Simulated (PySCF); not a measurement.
SMILES [CH2]CO (C2H5O), doublet, CAM-B3LYP/def2-SVP optimised geometry.

```
8

C      0.33    -0.68     0.00
C     -0.38     0.61     0.00
O      0.29     1.62     0.72
H      1.43    -0.68     0.00
H     -0.19    -1.62    -0.20
H     -0.48     1.00    -1.04
H     -1.43     0.47     0.36
H      0.43     1.30     1.61
```

Density from unrestricted CAM-B3LYP/def2-TZVP (PySCF) at that geometry.

Minimum of the electron density along straight lines between bonded atoms, close to the bond critical point (lines longer than 1.1 times the sum of covalent radii, or with two minima, are not listed):

| bond | length / Å | ρ at the minimum / e bohr⁻³ | ∇²ρ there / e bohr⁻⁵ | position (fraction from the first atom) |
|---|---|---|---|---|
| C1–C2 | 1.484 | 0.273 | ___ | 0.50 |
| C2–O3 | 1.407 | 0.269 | -0.65 | 0.36 |
| C1–H4 | 1.093 | 0.277 | -0.96 | 0.65 |
| C1–H5 | 1.092 | 0.278 | -0.96 | 0.65 |
| C2–H6 | 1.109 | 0.275 | -0.95 | 0.65 |
| C2–H7 | 1.110 | 0.275 | -0.95 | 0.65 |
| O3–H8 | 0.965 | 0.360 | ___ | 0.80 |

Question: Fill in the missing entries.

Answer: 
- C1–C2, ∇²ρ there / e bohr⁻⁵: -0.75
- O3–H8, ∇²ρ there / e bohr⁻⁵: -2.41
